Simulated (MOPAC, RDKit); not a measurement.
Molecule: silane, SiH₄, net charge 0, singlet state. SMILES: [SiH4]

Atoms: Si1, H2, H3, H4, H5. Bonds: Si1-H2, Si1-H3, Si1-H4, Si1-H5.

Bond lengths (Å) and angles (degrees) optimised at MMFF94 with RDKit; PM3 with MOPAC; PM7 with MOPAC, each started from the B3LYP-D3(BJ)/def2-TZVP structure (Ansatz) of the last column. A row stands for all coordinates that are equal there. No wavenumbers were computed at MMFF94, so these may be saddle points.

```csv
coordinate,MMFF94,PM3,PM7,B3LYP-D3(BJ)/def2-TZVP
Si1-H2,1.485,1.488,1.453,1.480
H2-Si1-H3,109.5,109.5,109.5,109.5
```

Mean signed difference of all 4 bond lengths from B3LYP-D3(BJ)/def2-TZVP: MMFF94 0.005 Å, PM3 0.008 Å, PM7 -0.027 Å.
